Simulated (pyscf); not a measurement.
PySCF, gas phase, ωB97X-D3(BJ)/def2-SVP geometries.

For the elementary gas-phase step `[CH3][Al]([CH3])[NH2]` + `[CH2]=[CH2]` → `[CH3][Al]([CH3])[CH2][CH2][NH2]` (singlet surface; Al–N broken, Al–C, C–N formed), what barrier and reaction energy does ωB97M-D3(BJ)/def2-TZVP give, measured from the separated reactants?

ΔE‡ = 11.4 kcal/mol, ΔE = -9.1 kcal/mol. Zero-point energy shifts the barrier by +1.8 kcal/mol. It is an addition across a multiple bond or ene-type step, with an imaginary mode of 414i cm⁻¹. On the reactant side the descent ends in a complex, 7.6 kcal/mol under the separated species and 16.3 kcal/mol under the saddle at ωB97X-D3(BJ)/def2-TZVP. What is counted as broken (Al–N) persists as a longer contact in the product adduct; parting that adduct is a step of its own. At ωB97X-D3(BJ)/def2-TZVP the barrier from the zero used here is 8.8 kcal/mol. H₃C–Al(CH₃)–CH₂–CH₂–NH₂ is closed by a dative Al–N contact. H₃C–Al(CH₃)–CH₂–CH₂–NH₂ lies 12.5 kcal/mol over its isomer H₃C–CH₂–CH₂–Al(CH₃)–NH₂ (electronic energy, ωB97M-D3(BJ)/def2-TZVP). One saddle was located; it need not be the lowest between these sides.
